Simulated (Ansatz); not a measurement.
# C₂H₃Si radical: an energy map over angle H5–C3–Si2 and angle H6–C3–Si2

A grid of calculations on C2H3Si, SMILES C#[Si][CH2], spin multiplicity 2, to see where the energy is lowest and how it rises around there.

Method: UKS PBE0-D4/def2-TZVP; program: Ansatz 0.2.0.

**1. The starting structure**

6 atoms, charge 0, spin multiplicity 2.

Atoms are counted from 1 here; the program's logs count them from 0.

Bond lengths: C1–Si2 1.682 Å, C1–H4 1.097 Å, Si2–C3 1.755 Å, C3–H5 1.100 Å, C3–H6 1.102 Å. Angles: Si2–C1–H4 146.4°, C1–Si2–C3 144.3°, Si2–C3–H5 121.6°, Si2–C3–H6 120.7°, H5–C3–H6 117.7°.

Coordinates:

```xyz
6

C    -1.55618   -0.98774   -0.49206
Si   -0.10364   -0.14023   -0.51646
C     1.07209    0.70229    0.47821
H    -2.31127   -1.52516   -1.07946
H     1.97001    1.16369    0.04229
H     0.92900    0.78716    1.56748
```

This geometry comes from a loose relaxation at PBE in a small basis, which is not shown.

**2. Geometry optimisation**

input.yaml reads:

```yaml
crystal:
  periodic: [false, false, false]
  atoms:
    - { symbol: C, position_ang: [-1.556185, -0.987736, -0.492059] }
    - { symbol: Si, position_ang: [-0.103642, -0.140227, -0.516459] }
    - { symbol: C, position_ang: [1.07209, 0.702288, 0.478211] }
    - { symbol: H, position_ang: [-2.311266, -1.525161, -1.079459] }
    - { symbol: H, position_ang: [1.97001, 1.163692, 0.042288] }
    - { symbol: H, position_ang: [0.929003, 0.787156, 1.567478] }
magnetization:
  spin_polarized: true
  initial_magnetization: 1
basis:
  gaussian: { orbitals: def2-TZVP }
hamiltonian:
  xc: pbe0
  dispersion: d4
output:
  forces: true
relax:
  f_tol: 0.003
  max_steps: 120
```

Command:

```sh
> ansatz run input.yaml --threads 1 --pin off --max-ram 2560MiB --backend cpu --events-out ev --progress --plain --runs-dir out
```

The log of the run, cut to the lines that bear on the results:

```text
Warning: RAYON_NUM_THREADS=1 ignored (pool sized by the plan → 1); use --threads N
[...]
Functional definition: PBE0
[...]
760 factors; their error is unknown
[...]
mean field -9990.18973020 eV, -367.1327009910 hartree, gradient 4.5e-5 eV, S^2 1.002597; 4 other end points of the search recorded, 0 dependent functions left out
[...]
reference -9990.18975640 eV, -367.1327019537 hartree; 15, 14 occupied and 102, 103 virtual orbitals, 760 factors
relax step   1: F+E_penalty+E_count = -9990.27456275 eV  Δ(F+E_penalty+E_count) = +0.000e0 eV  max|allowed force component| = 6.020e-1 eV/Å  Δτ_max = 0.0000 Å  (82 SCF iters, accepted)
[...]
relax step   6: F+E_penalty+E_count = -9990.30238644 eV  Δ(F+E_penalty+E_count) = -3.619e-4 eV  max|allowed force component| = 9.490e-3 eV/Å  Δτ_max = 0.0119 Å  (48 SCF iters, accepted)
[...]
relax step   7: F+E_penalty+E_count = -9990.30240726 eV  Δ(F+E_penalty+E_count) = -2.083e-5 eV  max|allowed force component| = 6.916e-4 eV/Å  Δτ_max = 0.0042 Å  (51 SCF iters, accepted)
760 factors; their error is unknown
[...]
mean field -9990.21697578 eV, -367.1337022476 hartree, gradient 2.0e-5 eV, S^2 1.026461; 5 other end points of the search recorded, 0 dependent functions left out
[...]
reference -9990.21700175 eV, -367.1337032020 hartree; 15, 14 occupied and 102, 103 virtual orbitals, 760 factors
Total energy: -9990.30243323 eV, -367.1368427511 hartree
Atom 0 at    -1.530260    -0.972400    -0.479065 Å, force    -0.000406    -0.000353    -0.000150 eV/Å
Atom 1 at    -0.080045    -0.132897    -0.554468 Å, force     0.000540     0.000588     0.000227 eV/Å
Atom 2 at     1.055074     0.691607     0.467124 Å, force    -0.000256    -0.000124    -0.000413 eV/Å
Atom 3 at    -2.287256    -1.502718    -1.035750 Å, force     0.000293     0.000191     0.000491 eV/Å
Atom 4 at     1.947042     1.153407     0.065443 Å, force     0.000521     0.000119    -0.000065 eV/Å
Atom 5 at     0.895456     0.763012     1.536716 Å, force    -0.000692    -0.000421    -0.000090 eV/Å
Dipole moment:     0.136020     0.065928    -0.089979 e Å
```

It took 45 s on 1 thread of Intel Xeon Platinum 8259CL at 2.50GHz (Skylake/Cascade Lake), shared host; peak memory 0.24 GiB.

Step by step:

```
step  energy from step 1 (eV)  largest force component (eV/Å)
   1                   0.0000                          0.6020
   2                  -0.0244                          0.1626
   3                  -0.0272                          0.0468
   4                  -0.0275                          0.0407
   5                  -0.0269                          0.0901
   6                  -0.0278                          0.0095
   7                  -0.0278                          0.0007
```

Distances of close pairs at the start and the end, largest changes first:

```
  bond  before (Å)  after (Å)  change (Å)
Si2–C3       1.755      1.735      -0.020
 C1–H4       1.097      1.079      -0.018
 C3–H6       1.102      1.084      -0.018
 C3–H5       1.100      1.082      -0.018
C1–Si2       1.682      1.677      -0.005
```

**3. Setting up the map**

First coordinate, angle H5–C3–Si2: 9 values from 76.6 to 166.6 °. Second coordinate, angle H6–C3–Si2: 9 values from 96.1 to 146.1 °.

Nothing else is relaxed (all other coordinates rigid). Energies count from the relaxed molecule at the same level.

Below, 3 of the grid's runs; all are launched alike.

**4. Point angle H5–C3–Si2 = 121.6°, angle H6–C3–Si2 = 121.1°**

input.yaml reads:

```yaml
crystal:
  periodic: [false, false, false]
  atoms:
    - { symbol: C, position_ang: [-1.53026, -0.9724, -0.479065] }
    - { symbol: Si, position_ang: [-0.080045, -0.132897, -0.554468] }
    - { symbol: C, position_ang: [1.055074, 0.691607, 0.467124] }
    - { symbol: H, position_ang: [-2.287256, -1.502718, -1.03575] }
    - { symbol: H, position_ang: [1.94719, 1.153575, 0.065964] }
    - { symbol: H, position_ang: [0.896134, 0.763421, 1.53679] }
magnetization:
  spin_polarized: true
  initial_magnetization: 1
basis:
  gaussian: { orbitals: def2-TZVP }
hamiltonian:
  xc: pbe0
  dispersion: d4
output:
  forces: true
```

Command:

```sh
> ansatz run input.yaml --threads 1 --pin off --max-ram 2560MiB --backend cpu --events-out ev --progress --plain --runs-dir out
```

The log of the run, cut to the lines that bear on the results:

```text
Warning: RAYON_NUM_THREADS=1 ignored (pool sized by the plan → 1); use --threads N
[...]
[... 1 set-up line as earlier in the session ...]
[...]
760 factors; their error is unknown
[...]
mean field -9990.21697399 eV, -367.1337021818 hartree, gradient 3.6e-5 eV, S^2 1.026573; 4 other end points of the search recorded, 0 dependent functions left out
[...]
reference -9990.21699996 eV, -367.1337031362 hartree; 15, 14 occupied and 102, 103 virtual orbitals, 760 factors
Total energy: -9990.30242969 eV, -367.1368426208 hartree
Atom 0 at    -1.530260    -0.972400    -0.479065 Å, force    -0.000291    -0.000250     0.000073 eV/Å
Atom 1 at    -0.080045    -0.132897    -0.554468 Å, force     0.001372     0.001190     0.000955 eV/Å
Atom 2 at     1.055074     0.691607     0.467124 Å, force     0.002964     0.002229     0.002582 eV/Å
Atom 3 at    -2.287256    -1.502718    -1.035750 Å, force     0.000334     0.000203     0.000414 eV/Å
Atom 4 at     1.947190     1.153575     0.065964 Å, force     0.000031    -0.000796    -0.004130 eV/Å
Atom 5 at     0.896134     0.763421     1.536790 Å, force    -0.004411    -0.002575     0.000105 eV/Å
Dipole moment:     0.136057     0.065960    -0.089915 e Å
```

Wall time 7 s (1 thread of Intel Xeon Platinum 8259CL at 2.50GHz (Skylake/Cascade Lake), shared host); peak memory 0.22 GiB.

That is 0.00 eV from the zero.

**5. Grid point angle H5–C3–Si2 = 87.8°, angle H6–C3–Si2 = 96.1°**

Changes to input.yaml since step 4:

```diff
@@ -7,4 +7,4 @@
     - { symbol: H, position_ang: [-2.287256, -1.502718, -1.03575] }
-    - { symbol: H, position_ang: [1.94719, 1.153575, 0.065964] }
-    - { symbol: H, position_ang: [0.896134, 0.763421, 1.53679] }
+    - { symbol: H, position_ang: [1.639601, 0.897931, -0.419427] }
+    - { symbol: H, position_ang: [0.520638, 0.520873, 1.394396] }
 magnetization:
```

Command:

```sh
> ansatz run input.yaml --threads 1 --pin off --max-ram 2560MiB --backend cpu --events-out ev --progress --plain --runs-dir out
```

The log of the run, cut to the lines that bear on the results:

```text
Warning: RAYON_NUM_THREADS=1 ignored (pool sized by the plan → 1); use --threads N
[...]
[... 1 set-up line as earlier in the session ...]
[...]
760 factors; their error is unknown
[...]
mean field -9988.68226007 eV, -367.0773024855 hartree, gradient 5.1e-5 eV, S^2 0.970937; 4 other end points of the search recorded, 0 dependent functions left out
[...]
reference -9988.68228618 eV, -367.0773034451 hartree; 15, 14 occupied and 102, 103 virtual orbitals, 760 factors
Total energy: -9988.76912114 eV, -367.0804945709 hartree
Atom 0 at    -1.530260    -0.972400    -0.479065 Å, force    -0.321111    -0.211599    -0.148325 eV/Å
Atom 1 at    -0.080045    -0.132897    -0.554468 Å, force    -1.100513    -0.706914    -0.394860 eV/Å
Atom 2 at     1.055074     0.691607     0.467124 Å, force    -1.662040    -1.250943    -1.779586 eV/Å
Atom 3 at    -2.287256    -1.502718    -1.035750 Å, force    -0.051719    -0.027018     0.021730 eV/Å
Atom 4 at     1.639601     0.897931    -0.419427 Å, force     1.719054     1.253079     1.578100 eV/Å
Atom 5 at     0.520638     0.520873     1.394396 Å, force     1.416329     0.943396     0.722940 eV/Å
Dipole moment:     0.039004    -0.003445    -0.170186 e Å
```

Run time: 7.2 s. Hardware: 1 thread of Intel Xeon Platinum 8259CL at 2.50GHz (Skylake/Cascade Lake), shared host; peak memory 0.22 GiB.

On the map this point reads 1.53 eV.

**6. The run at angle H5–C3–Si2 = 166.6°, angle H6–C3–Si2 = 102.3°**

Changes to input.yaml since step 5:

```diff
@@ -7,4 +7,4 @@
     - { symbol: H, position_ang: [-2.287256, -1.502718, -1.03575] }
-    - { symbol: H, position_ang: [1.639601, 0.897931, -0.419427] }
-    - { symbol: H, position_ang: [0.520638, 0.520873, 1.394396] }
+    - { symbol: H, position_ang: [1.885213, 1.243968, 0.886624] }
+    - { symbol: H, position_ang: [0.606925, 0.579766, 1.447562] }
 magnetization:
```

Command:

```sh
> ansatz run input.yaml --threads 1 --pin off --max-ram 2560MiB --backend cpu --events-out ev --progress --plain --runs-dir out
```

The log of the run, cut to the lines that bear on the results:

```text
Warning: RAYON_NUM_THREADS=1 ignored (pool sized by the plan → 1); use --threads N
[...]
[... 1 set-up line as earlier in the session ...]
[...]
760 factors; their error is unknown
[...]
mean field -9989.45972834 eV, -367.1058739176 hartree, gradient 1.3e-5 eV, S^2 0.975761; 4 other end points of the search recorded, 0 dependent functions left out
[...]
reference -9989.45975396 eV, -367.1058748591 hartree; 15, 14 occupied and 102, 103 virtual orbitals, 760 factors
Total energy: -9989.54554156 eV, -367.1090274951 hartree
Atom 0 at    -1.530260    -0.972400    -0.479065 Å, force     0.128873     0.106618     0.200933 eV/Å
Atom 1 at    -0.080045    -0.132897    -0.554468 Å, force     0.832085     0.474559    -0.092883 eV/Å
Atom 2 at     1.055074     0.691607     0.467124 Å, force    -0.784268    -0.264245     1.270236 eV/Å
Atom 3 at    -2.287256    -1.502718    -1.035750 Å, force     0.079276     0.032875    -0.087949 eV/Å
Atom 4 at     1.885213     1.243968     0.886624 Å, force     0.777056     0.185972    -1.749329 eV/Å
Atom 5 at     0.606925     0.579766     1.447562 Å, force    -1.033022    -0.535780     0.458993 eV/Å
Dipole moment:     0.125393     0.074693     0.007195 e Å
```

It took 7.7 s on 1 thread of Intel Xeon Platinum 8259CL at 2.50GHz (Skylake/Cascade Lake), shared host; peak memory 0.22 GiB.

Energy on the map's scale: 0.76 eV.

**7. All points together**

81 points were computed. Energies in eV, from the relaxed molecule at the same level:

```
angle H6–C3–Si2 (°) ↓, angle H5–C3–Si2 (°) →  76.6  87.8  99.1  110.3  121.6  132.8  144.1  155.3  166.6
                                       146.1  1.10  0.57  0.29   0.24   0.42   0.81   1.42   2.23   3.31
                                       139.8  1.16  0.58  0.25   0.13   0.23   0.54   1.05   1.76   2.68
                                       133.6  1.25  0.63  0.24   0.07   0.10   0.33   0.76   1.37   2.16
                                       127.3  1.36  0.72  0.28   0.06   0.03   0.18   0.52   1.04   1.73
                                       121.1  1.49  0.83  0.36   0.09   0.00   0.09   0.35   0.79   1.38
                                       114.8  1.64  0.97  0.48   0.17   0.03   0.05   0.24   0.59   1.10
                                       108.6  1.80  1.14  0.63   0.29   0.10   0.07   0.20   0.47   0.90
                                       102.3  1.98  1.33  0.82   0.45   0.23   0.15   0.21   0.41   0.76
                                        96.1  2.15  1.53  1.03   0.65   0.40   0.28   0.28   0.42   0.69
```

The dipole moment (D) at each point:

```tsv
angle H6–C3–Si2 (°) ↓, angle H5–C3–Si2 (°) →	76.6	87.8	99.1	110.3	121.6	132.8	144.1	155.3	166.6
146.1	0.66	0.78	0.86	0.92	0.96	0.99	1.03	1.10	1.19
139.8	0.60	0.72	0.81	0.87	0.90	0.92	0.94	0.97	1.04
133.6	0.55	0.67	0.77	0.84	0.87	0.88	0.88	0.88	0.91
127.3	0.53	0.65	0.75	0.82	0.85	0.86	0.84	0.82	0.82
121.1	0.54	0.64	0.74	0.81	0.84	0.85	0.82	0.79	0.76
114.8	0.59	0.65	0.75	0.82	0.85	0.85	0.82	0.77	0.72
108.6	0.66	0.69	0.77	0.84	0.88	0.87	0.84	0.78	0.70
102.3	0.76	0.75	0.82	0.88	0.91	0.91	0.87	0.80	0.70
96.1	0.88	0.84	0.89	0.94	0.97	0.96	0.91	0.83	0.72
```

**8. What came out**

| quantity | value |
| --- | --- |
| lowest point | angle H5–C3–Si2 = 121.6°, angle H6–C3–Si2 = 121.1°, 0.00 eV |
| highest computed point | angle H5–C3–Si2 = 166.6°, angle H6–C3–Si2 = 146.1°, 3.31 eV above the lowest |
| dipole moment (D) | 0.53 at angle H5–C3–Si2 = 76.6°, angle H6–C3–Si2 = 127.3° to 1.19 at angle H5–C3–Si2 = 166.6°, angle H6–C3–Si2 = 146.1°; 0.84 at the lowest point |
| time for the whole task | 11 min on 1 thread, shared host |

The lowest computed point is at angle H5–C3–Si2 = 121.6°, angle H6–C3–Si2 = 121.1°, 0.00 eV from the relaxed molecule at the same level. No other kind of well shows on this grid. The highest computed point, angle H5–C3–Si2 = 166.6°, angle H6–C3–Si2 = 146.1°, lies 3.31 eV above the lowest. Round the minimum the valley is strongly tilted: raising angle H5–C3–Si2 shifts the best value of angle H6–C3–Si2 downwards (coupling k₁₂/√(k₁₁k₂₂) about 0.6).
